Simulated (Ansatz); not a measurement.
System: CHN, charge 1, multiplicity 2. 
Geometry from a B3LYP-D3(BJ)/def2-TZVP (Ansatz, a program for electronic structure) optimisation:
```
N
C 1 1.1307
H 1 1.0211 2 180.00
```
Charge +1, spin multiplicity 2.

Basis-set convergence of Hartree-Fock and CCSD(T) correlation energies (hartree) with Ansatz. Valence correlation only, unless marked. Open shells are spin-unrestricted. Spin-orbit coupling is left out. Non-relativistic.

The UHF reference is spin-contaminated (<S^2> 0.28 over the pure value in the largest basis). The T1 diagnostic of CCSD in the largest basis is 0.053, which is high, so the coupled-cluster rows are less sure than usual.

```json
[
 {"basis": "aug-cc-pVDZ", "functions": "55", "E(HF)": "-92.47701", "E(corr, CCSD(T))": "-0.26750"},
 {"basis": "aug-cc-pVTZ", "functions": "115", "E(HF)": "-92.50039", "E(corr, CCSD(T))": "-0.31681"},
 {"basis": "aug-cc-pVQZ", "functions": "206", "E(HF)": "-92.50637", "E(corr, CCSD(T))": "-0.33222"}
]
```

Extrapolating the two largest sets (X = 3 and 4) as X^-3: E(corr) = (64·(-0.33222) - 27·(-0.31681))/37 = -0.3435 Eh, an estimate of the basis-set limit. The largest set recovers 96.7 % of it, the smallest 77.9 %.
